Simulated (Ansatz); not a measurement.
Geometry optimisation, Ansatz, RKS B3LYP-D4/def2-mTZVP.

Input file:

```yaml
crystal:
  periodic: [false, false, false]
  atoms:
    - { symbol: Si, position_ang: [-0.09923, -0.219235, -1.05167] }
    - { symbol: H, position_ang: [0.972771, 0.023335, 1.377433] }
    - { symbol: H, position_ang: [1.560343, 0.144433, 1.003506] }
    - { symbol: O, position_ang: [-0.815786, 1.263455, -0.843147] }
    - { symbol: H, position_ang: [-1.578379, 1.315917, -0.24596] }
    - { symbol: O, position_ang: [-1.114039, -1.139151, -0.071384] }
    - { symbol: H, position_ang: [-0.921181, -2.085154, -0.030178] }
basis:
  gaussian: { orbitals: def2-mTZVP }
hamiltonian:
  xc: b3lyp
  dispersion: d4
relax:
  f_tol: 0.03
  max_steps: 50
```

Launched with:

```bash
$ ansatz run input.yaml --threads 2 --pin off --max-ram 3072MiB --backend cpu --events-out ev --progress --plain --runs-dir out
```

Question: Where does it end, and by what steps?

Answer: The forces met the threshold. The force dipped under the threshold on the way, but the program's further checks kept it going. After 37 steps the energy has fallen by 0.163 eV; Si1 moved furthest, 1.44 Å.

```tsv
step	energy less start (eV)	largest force component (eV/Å)	accepted
0	0.0000	1.224	yes
2	-0.1228	0.294	yes
4	-0.1378	0.079	yes
6	-0.1393	0.094	yes
8	-0.1394	0.227	no
10	-0.1328	0.621	no
12	-0.1419	0.022	yes
14	-0.1438	0.191	yes
16	-0.1473	0.214	yes
18	-0.1541	0.051	yes
20	-0.1495	0.566	no
22	-0.1561	0.374	no
24	-0.1586	0.138	yes
26	-0.1598	0.139	yes
28	-0.1609	0.058	yes
30	-0.1615	0.042	yes
32	-0.1610	0.223	no
34	-0.1619	0.006	yes
36	-0.1625	0.058	yes
37	-0.1629	0.010	yes
```

```xyz
7
Properties=species:S:1:pos:R:3
Si -1.477 -0.369 -1.453
H 1.076 -0.001 1.442
H 1.520 0.436 1.848
O -1.139 1.195 -1.022
H -0.601 1.345 -0.229
O -0.666 -1.169 -0.217
H -0.709 -2.134 -0.230
```

Time of the run: 42 s on 2 threads of Arm Neoverse V2, with other jobs on the host, peak memory 0.14 GiB.
